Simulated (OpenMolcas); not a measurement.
**BHCl2 (SMILES ClBCl): levels of theory compared**

We compute a comparison of 6 runs (B2PLYP/STO-3G, B3LYP/STO-3G, PBE/STO-3G, PBE0/STO-3G, UPBE/STO-3G, ACPF/STO-3G) of BHCl2. 

The results are computed with OpenMolcas 26.06.

2 further runs of the same task are left out: 1 that didn't finish, 1 set aside as unsound or not needed.

## (1) The system as given

BHCl2 has 4 atoms, charge 0, and is taken as a singlet. As SMILES, `ClBCl`. One bond was lengthened or shortened from a relaxed shape.

Bond lengths: Cl1–B2 2.126 Å, B2–Cl3 1.701 Å, B2–H4 1.174 Å. Angles: Cl1–B2–Cl3 120.2°, Cl1–B2–H4 119.9°, Cl3–B2–H4 119.8°.

## (2) The energy at B2PLYP/STO-3G (run 1)

Contents of job.inp:

```
* BCl2H Kohn-Sham DFT

&GATEWAY
 BasLib=$CurrDir
 Coord
 4
 angstrom
 Cl      -1.873969      -0.865781      -0.006278
 B        0.010160       0.117640      -0.055190
 Cl       1.368780      -0.598620       0.674810
 H        0.118210       1.150080      -0.603560
 Basis=STO-3G
 Group=NoSym

&SEWARD
 GridInput
 Grid=UltraFine
 End of Grid

&SCF
 KSDFT=B2PLYP_SCF
 Thresholds=1e-10 1e-07 1e-07 1e-05
 PrOrbitals=1 1

&MBPT2
 Frozen=11
```

The basis set STO-3G is read from a file made from the Basis Set Exchange's data (not shown).

Started as:

```console
$ export MOLCAS_MEM=1860
$ pymolcas job.inp > job.log
```

The program printed:

```text
--- Start Module: gateway ---
[...]
--- Stop Module: gateway /rc=_RC_ALL_IS_WELL_ ---
[...]
      Basis functions           24
[...]
--- Start Module: scf ---
[...]
       Convergence after  10 Iterations
[...]
::    Total KS-DFT energy                            -935.1492938963
[...]
      Total spin, S                                     0.0000000000
[...]
      Total electronic charge=   40.000000
      Total            charge=   -0.000000
[...]
      Dipole Moment (debye):
      Origin of the operator (angstrom)=   -0.2127   -0.5949    0.2704
                   X=  1.6966E+00               Y=  1.4520E+00               Z= -3.3247E-01           Total=  2.2577E+00
      Quadrupole Moment (debye*angstrom):
[...]
--- Stop Module: scf /rc=_RC_ALL_IS_WELL_ ---
[...]
--- Start Module: mbpt2 ---
[...]
 ###    WARNING: MP2 implementation intended for RHF references only         ###
 ###############################################################################
MBPT2 WARNING: Reference function according to RunFile:KS-DFT
I'll assume you know what you're doing and continue
WARNING!
Default frozen orbitals as non valence orbitals is overwritten by user input.
Default values:  11
[...]
       Reference weight ( Cref**2 )         =        0.93943
::    Total MBPT2 energy                             -935.2314172144
[...]
      Total MBPT2 calculations                           0.03      0.04
--- Stop Module: mbpt2 /rc=_RC_ALL_IS_WELL_ ---
[...]
```

Run time: 3.9 s. Hardware: 1 thread of Arm Neoverse V1, shared host; peak memory 0.37 GiB.

## (3) The energy at B3LYP/STO-3G (run 2)

Contents of job.input:

```
&GATEWAY
BasLib=$CurrDir
Coord
4
angstrom
Cl      -1.873969      -0.865781      -0.006278
B        0.010160       0.117640      -0.055190
Cl       1.368780      -0.598620       0.674810
H        0.118210       1.150080      -0.603560
Basis=STO-3G
Group=NoSym
&SEWARD
GridInput
Grid=UltraFine
End of Grid
&SCF
KSDFT=B3LYP
Thresholds=1e-10 1e-07 1e-07 1e-05
PrOrbitals=1 1
```

The basis set STO-3G is read from a file made from the Basis Set Exchange's data (not shown).

Started as:

```console
$ export MOLCAS_MEM=1860
$ pymolcas job.input > job.log
```

The program printed:

```text
--- Start Module: gateway ---
[...]
--- Stop Module: gateway /rc=_RC_ALL_IS_WELL_ ---
--- Start Module: seward ---
[...]
      Basis functions           24
--- Stop Module: seward /rc=_RC_ALL_IS_WELL_ ---
--- Start Module: scf ---
[...]
       Convergence after  10 Iterations
[...]
::    Total KS-DFT energy                            -935.5383244273
[...]
      Total spin, S                                     0.0000000000
[...]
      Total electronic charge=   40.000000
      Total            charge=   -0.000000
[...]
      Dipole Moment (debye):
      Origin of the operator (angstrom)=   -0.2127   -0.5949    0.2704
                   X=  1.6306E+00               Y=  1.2196E+00               Z= -2.2662E-01           Total=  2.0488E+00
      Quadrupole Moment (debye*angstrom):
[...]
--- Stop Module: scf /rc=_RC_ALL_IS_WELL_ ---
[...]
```

Wall time 4.5 s (1 thread of Arm Neoverse V1, shared host); peak memory 0.37 GiB.

Runs 3 to 4 aren't shown in full; the table further down has their settings and results.

## (4) A single-point energy at UPBE/STO-3G (run 5)

job.input, as its differences from that of step 3:

```diff
@@ -1 +1,2 @@
+>>> EXPORT MOLCAS_PRINT=2
 &GATEWAY
@@ -16,4 +17,6 @@
 &SCF
-KSDFT=B3LYP
+UHF
+KSDFT=PBE
 Thresholds=1e-10 1e-07 1e-07 1e-05
+Scramble=0.25
 PrOrbitals=1 1
```

The basis set STO-3G is read from a file made from the Basis Set Exchange's data (not shown).

Started as:

```console
$ export MOLCAS_MEM=1860
$ pymolcas job.input > job.log
```

The program printed:

```text
--- Start Module: gateway ---
[...]
--- Stop Module: gateway /rc=_RC_ALL_IS_WELL_ ---
--- Start Module: seward ---
[...]
      Basis functions           24
--- Stop Module: seward /rc=_RC_ALL_IS_WELL_ ---
--- Start Module: scf ---
[...]
       Convergence after  15 Iterations
[...]
::    Total KS-DFT energy                            -935.0980548709
[...]
      Total spin, S                                    -0.0000000000
[...]
      Total electronic charge=   40.000000
      Total            charge=   -0.000000
[...]
      Dipole Moment (debye):
      Origin of the operator (angstrom)=   -0.2127   -0.5949    0.2704
                   X=  1.5786E+00               Y=  1.0712E+00               Z= -1.6184E-01           Total=  1.9146E+00
      Quadrupole Moment (debye*angstrom):
[...]
--- Stop Module: scf /rc=_RC_ALL_IS_WELL_ ---
[...]
```

Run time: 6.6 s. Hardware: 1 thread of Arm Neoverse V1, shared host; peak memory 0.37 GiB.

## (5) A single-point energy at ACPF/STO-3G (run 6)

Contents of job.inp:

```
&GATEWAY
BasLib = $CurrDir
Coord
4
angstrom
Cl      -1.873969      -0.865781      -0.006278
B        0.010160       0.117640      -0.055190
Cl       1.368780      -0.598620       0.674810
H        0.118210       1.150080      -0.603560
Basis = STO-3G
Group = NoSym
&SEWARD
&SCF
Thresholds = 1e-10 1e-07 1e-07 1e-05
PrOrbitals = 1 1
&MOTRA
Frozen = 11
&GUGA
Electrons = 18
Spin = 1
Inactive = 9
Active = 0
CIAll = 1
&CPF
ACPF
```

The basis set STO-3G is read from a file made from the Basis Set Exchange's data (not shown).

Started as:

```console
$ export MOLCAS_MEM=1860
$ pymolcas job.inp > job.log
```

The program printed:

```text
--- Start Module: gateway ---
[...]
--- Stop Module: gateway /rc=_RC_ALL_IS_WELL_ ---
[...]
      Basis functions           24
[...]
       Convergence after  11 Iterations
[...]
::    Total SCF energy                               -934.1355516235
[...]
      Total spin, S                                     0.0000000000
[...]
      *** WARNING: Default frozen orbitals is overwritten by user input.
      *** Default values:  11
[...]
--- Start Module: guga ---
[...]
--- Stop Module: guga /rc=_RC_ALL_IS_WELL_ ---
--- Start Module: cpf ---
[...]
      Active orbitals                            0       0
[...]
      Spin quantum number                      0.0
[...]
     FINAL ACPF ENERGY        -934.21110850
     FINAL CORRELATION ENERGY   -0.07555688  REFERENCE ENERGY    -934.13555162
[...]
      Title:  ACPF natural orbitals
[...]
      Total electronic charge=   40.000000
      Total            charge=    0.000000
[...]
      Dipole Moment (debye):
      Origin of the operator (angstrom)=   -0.2127   -0.5949    0.2704
                   X=  1.4913E+00               Y=  1.0892E+00               Z= -1.9174E-01           Total=  1.8566E+00
      Quadrupole Moment (debye*angstrom):
[...]
--- Stop Module: cpf /rc=_RC_ALL_IS_WELL_ ---
[...]
```

It took 1.8 s on 1 thread of Arm Neoverse V1, shared host; peak memory 0.37 GiB.

## (6) All runs side by side

| run | level | frozen core orbitals | scramble | energy (Eh) | dipole moment (D) of the reference | HOMO energy (eV) | LUMO energy (eV) | wall time |
| --- | --- | --- | --- | --- | --- | --- | --- | --- |
| 1 | B2PLYP/STO-3G | 11 | – | -935.171467 | 2.26 | -8.05 | 1.31 | 3.9 s |
| 2 | B3LYP/STO-3G | – | – | -935.538324 | 2.05 | -6.43 | -0.59 | 4.5 s |
| 3 | PBE/STO-3G | – | – | -935.098055 | 1.91 | -5.20 | -1.41 | 4.5 s |
| 4 | PBE0/STO-3G | – | – | -935.242981 | 2.13 | -6.75 | -0.41 | 4.2 s |
| 5 | UPBE/STO-3G | – | 0.25 | -935.098055 | 1.91 | -5.20 | -1.41 | 6.6 s |
| 6 | ACPF/STO-3G | 11 | – | -934.211109 | 2.49 | -10.32 | 4.26 | 1.8 s |

## (7) What came out

| quantity | value |
| --- | --- |
| run 6: total energy | -934.21111 Eh |
| run 6: dipole moment (mean-field density) | 2.49 D |
| run 6: HOMO energy (Hartree–Fock orbitals) | -10.32 eV |
| run 6: LUMO energy (Hartree–Fock orbitals) | 4.26 eV |
| run 6: HOMO–LUMO gap (Hartree–Fock orbitals) | 14.59 eV |
| run 6: correlation energy (11 core orbitals frozen) | -75.6 mEh |

Over runs 1, 2, 3, 4, 5 the dipole moment (its size) runs from 1.91 D (PBE/STO-3G) to 2.26 D (B2PLYP/STO-3G). A double hybrid's value is that of its SCF part. Over runs 1, 2, 3, 4, 5 the HOMO–LUMO gap runs from 3.78 eV (PBE/STO-3G) to 9.36 eV (B2PLYP/STO-3G). For B2PLYP the log adds the whole second-order term; the table takes 0.27 of it, as the functional is defined. Totals of different functionals can't be ranked against each other. In runs 1, 2, 3, 4, 5, 6 the basis is minimal, so the values are rough. All runs together took 26 s, the longest 6.6 s.
